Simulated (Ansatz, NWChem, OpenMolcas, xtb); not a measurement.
Redistribution: C2H4F2 + C2H5Cl → CHClF2 + C3H8

Species: C2H4F2 (1,1-difluoroethane) `CC(F)F`, singlet; C2H5Cl (chloroethane) `CCCl`, singlet; CHClF2 (difluorochloromethane) `FC(F)Cl`, singlet; C3H8 (propane) `CCC`, singlet. The partners trade CH3 for Cl; both sit on C, so the bond types are kept.

Shapes, held fixed at every level: PBE0-D4/def2-TZVP. Programs: Ansatz 0.2.0, NWChem 7.3.0, OpenMolcas 26.06, xtb 6.7.1. A level may come from different programs for different species; with the same settings they agree closely. The zero-point and thermal change to 298 K, harmonic and unscaled (PBE0-D4/def2-TZVP), is -0.9 kJ/mol.

**What was measured.** Tabulated heats of formation (Active Thermochemical Tables): C2H4F2 -500.5; C2H5Cl -111.2; CHClF2 -482.8; C3H8 -104.4 kJ/mol, which give ΔH(298 K) = +24.5 kJ/mol.

```csv
level,kind,ΔH (kJ/mol),computed − measured
GFN1-xTB,semi-empirical,+11.9,-12.7
HF/def2-TZVPP,Hartree–Fock,+36.1,+11.6
PBE-D4/def2-TZVPP,GGA,+19.5,-5.0
B3LYP/6-31G* (spherical functions),global hybrid,+29.6,+5.0
B3LYP-D4/def2-TZVPP,global hybrid,+26.1,+1.5
r2SCAN0-D4/def2-TZVPP,global hybrid,+25.2,+0.6
MP2/def2-SVP,perturbation theory,+17.2,-7.4
CCSD(T)/CBS estimate,coupled cluster or CI,+28.5,+3.9
```

Nearest: r2SCAN0-D4/def2-TZVPP (+0.6); farthest: GFN1-xTB (-12.7). 6 of 8 levels lie within 10 kJ/mol. The CBS estimate extrapolates MP2 from def2-TZVPP and def2-QZVPP and adds CCSD(T) − MP2 in the triple-zeta set, cores frozen.
